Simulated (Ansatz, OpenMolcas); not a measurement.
# C3H4O (cyclopropanone): the vertical ionisation energy from total energies

C3H4O has 8 atoms, charge 0, and is taken as a singlet. SMILES: `O=C1CC1`. The coordinates come from a PBE0-D4/def2-TZVP relaxation.

Both states at this one shape; open shells run unrestricted unless said. 1 Eh = 27.2114 eV.

```
                                     level     program  singlet C3H4O (Eh)  doublet C3H4O+ (Eh)
                           M06-L/6-311+G**  OpenMolcas         -191.916777          -191.573545
                         wB97M-V/6-311+G**      Ansatz         -191.860153          -191.509913
RPA@PBE0/6-311+G**, 4 core orbitals frozen      Ansatz         -191.637294          -191.292556
     MP2/6-311+G**, 4 core orbitals frozen      Ansatz         -191.396142          -191.034539
```

Task: Work out the vertical ionisation energy at each level.

Result: 
1. M06-L/6-311+G**: -191.573545 − (-191.916777) = 0.343232 Eh = 9.34 eV.
2. wB97M-V/6-311+G**: -191.509913 − (-191.860153) = 0.350240 Eh = 9.53 eV.
3. RPA@PBE0/6-311+G**: -191.292556 − (-191.637294) = 0.344738 Eh = 9.38 eV.
4. MP2/6-311+G**: -191.034539 − (-191.396142) = 0.361603 Eh = 9.84 eV.

No measured value is set beside it here; the levels span 9.34 to 9.84 eV.
